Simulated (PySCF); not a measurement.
Compound: C₄H₄O.
SMILES: `C#CC(C)=O`

Method: TDDFT PBE0/def2-SVPD, vertical, gas phase, core orbitals frozen in the response in PySCF. Geometry: GFN2-xTB; no solvent, vibrations or thermal averaging.

Each state is given a Gaussian of 0.25 eV full width at half maximum, with ε(max) = 2.175×10⁸ f / Δν̃ (Δν̃ the width in cm⁻¹). The width is an assumption, not a result. The curve ends short of the highest state used, and states not computed would add to its high-energy end.

E (eV), ε (L mol⁻¹ cm⁻¹) and a bar:
```
     3.58          0 
     3.65          0 
     3.73          2 
     3.80          5 
     3.87         11 
     3.95         15 
     4.02         13 
     4.09          7 
     4.17          2 
     4.24          0 
     4.31          0 
     4.39          0 
     4.46          0 
     4.53          0 
     4.60          0 
     4.68          0 
     4.75          0 
     4.82          0 
     4.90          0 
     4.97          0 
     5.04          0 
     5.12          0 
     5.19          0 
     5.26          0 
     5.34          0 
     5.41          0 
     5.48          0 
     5.55          4 
     5.63         56 
     5.70        385 #
     5.77       1702 #####
     5.85       5458 ###############
     5.92       9498 ###########################
     5.99      10701 ##############################
     6.07       7201 ####################
     6.14       3196 #########
     6.21        918 ###
     6.29        130 
     6.36         15 
     6.43          1 
     6.51          0 
     6.58          0 
     6.65          0 
     6.72          0 
     6.80          7 
     6.87         45 
     6.94        194 #
     7.02        609 ##
     7.09       1041 ###
     7.16       1156 ###
     7.24        791 ##
     7.31        467 #
     7.38        491 #
     7.46        816 ##
     7.53        935 ###
     7.60        703 ##
```

Task: Where are the band maxima, and which computed states make them?

Result: 313 nm (3.96 eV), ε about 15, made up of S1 (100%); 208 nm (5.97 eV), ε about 11000, made up of S3 (100%); 174 nm (7.14 eV), ε about 1200, made up of S4 (100%); 165 nm (7.52 eV), ε about 940, made up of S6 (100%) (ε in L mol⁻¹ cm⁻¹; maxima over ε = 5, shares over 10%). The states used: S1 3.96 eV (f 0.0001); S2 5.07 eV (f 0.0000); S3 5.97 eV (f 0.100); S4 7.14 eV (f 0.011); S5 7.22 eV (f 0.0000); S6 7.52 eV (f 0.0087); S7 8.17 eV (f 0.0002); S8 8.20 eV (f 0.014).

Task: On this curve, what absorbance would a 10⁻⁵ mol/L sample give at 222 nm over a 1 cm path?

Result: 222 nm is 5.585 eV, where ε is about 13 L mol⁻¹ cm⁻¹, so A = ε c l ≈ 0.00013 (Beer–Lambert, with the gas-phase spectrum and the assumed width).

Task: Coming from long wavelengths, where does ε first pass 100 L mol⁻¹ cm⁻¹?

Result: At about 219 nm (5.65 eV), 1.70 eV above S1.

Task: What would ε be at 5.97 eV, the highest of these maxima, with half the width (0.125 eV)?

Result: About 21600 L mol⁻¹ cm⁻¹ against 10800, a factor of about 1.99; a lone state at its own centre would give exactly 2.

Time: 8.2 s wall. Hardware: one thread of an Arm Neoverse V2, no GPU (shared host).
